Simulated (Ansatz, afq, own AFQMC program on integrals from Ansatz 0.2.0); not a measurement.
**TiH, quartet: AFQMC among the cluster methods**

```yaml
atoms:
  - { symbol: Ti, position_ang: [0.0000, 0.0000, 0.0000] }
  - { symbol: H, position_ang: [0.0000, 0.0000, 2.4470] }
```

Basis def2-TZVP. Only valence electrons are correlated. Integrals, coupled cluster, full CI and functionals: Ansatz 0.2.0; the random walks run on the same integrals in our own AFQMC program. ph-AFQMC/CISD is guided by a CISD state made of CCSD amplitudes; releasing the constraint for a short imaginary time cuts its bias at the price of noise, slowly where states lie close. Uncertainties: one standard error, sampling alone. The metal's outer-core s and p shells are frozen, which shifts wave-function levels against functionals.

Determinant: ROHF, the one that the program's search chose, which needn't be the lowest solution. The geometry is a point of a scan.

Full CI on the same integrals is exact in this basis and with this determinant's frozen core.

Cautions: no relativity below Rb; outer-core shells of the metal frozen; lower spins were not checked; strong correlation (T1 0.067, weight of the determinant 0.89, largest double 0.06); the released energy hasn't reached full CI (26 meV above it at 4.20 1/Eh), so no released level is given (meV from the phaseless value at times in 1/Eh: -8 ± 7 at 0.60, -5 ± 3 at 1.20, -1 ± 7 at 2.00, -8 ± 3 at 3.00, 0 ± 8 at 4.20); CCSDTQ on the UHF determinant differs (57 meV lower), by its state or its frozen core.

* T1 diagnostic: 0.0672
* weight of the determinant in the CISD state: 0.892
* size of the correlated space: 5 electrons in 42 orbitals

```tsv
level	correlation energy (eV)
MP2	-0.9890
CCSD	-1.4423
CCSD(T)	-1.4875
```

(1) Estimate where phaseless AFQMC with a CISD trial lies against CCSD(T) on the same integrals.

(1) 0.9 ± 0.4 kJ/mol below CCSD(T).

Reference: full CI, correlation energy -1.523 eV.

```
        level  E − E(reference) (kJ/mol)  share of correlation (%)
      CCSD(T)                        3.5                     97.64
        CCSDT                        0.2                     99.83
     CCSDT(Q)                        0.0                     99.98
       CCSDTQ                        0.0                    100.00
ph-AFQMC/CISD                  2.5 ± 0.4                     98.29
```

CCSDT and higher add their correlation energy to the determinant of the CCSD(T) run, since their own runs factorise the integrals more tightly (a shift of under 2 meV).
